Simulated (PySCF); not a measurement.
Compound: fluorine oxoborane, BFO.
Atom-mapped SMILES: `[O:1]=[B:2][F:3]`

All values: wB97X-D/pcSseg-2 (PySCF, non-relativistic), on one gas-phase PBE0-D3(BJ)/def2-TZVP geometry that isn't relaxed in the solvent. The solvent is an IEF-PCM continuum (van der Waals radii × 1.2). Only the electrostatic response of the medium enters.

Gas phase at wB97X-D/pcSseg-2: HOMO -12.25 eV, LUMO 1.36 eV, dipole 2.20 D.

**Question.** What does the continuum do to the energy, the frontier levels and the dipole at wB97X-D/pcSseg-2 in chloroform?

**Answer.** 
| solvent | ε | E(solvent) − E(gas) (kJ/mol) | polarisation term (kJ/mol) | distortion of the solute (kJ/mol) | HOMO (eV) | LUMO (eV) | dipole (D) |
| --- | --- | --- | --- | --- | --- | --- | --- |
| chloroform | 4.711 | -12.00 | -13.33 | 1.33 | -12.37 | 1.54 | 2.53 |

The first energy column is the sum of the next two and covers electrostatics alone.

**Question.** Which radius a makes the point-dipole formula ΔE = −[(ε − 1)/(2ε + 1)]·μ²/a³ give the value in chloroform, with the gas-phase dipole?

**Answer.** μ = 0.866 au and |ΔE| = 0.00457 Eh give a = 2.05 Å; the farthest nucleus lies 1.26 Å from the centroid of the nuclei. The formula assumes a rigid point dipole at the centre of a sphere.

Note: wB97X-D ran without an empirical dispersion term, which enters the total energy and its gradient alone.
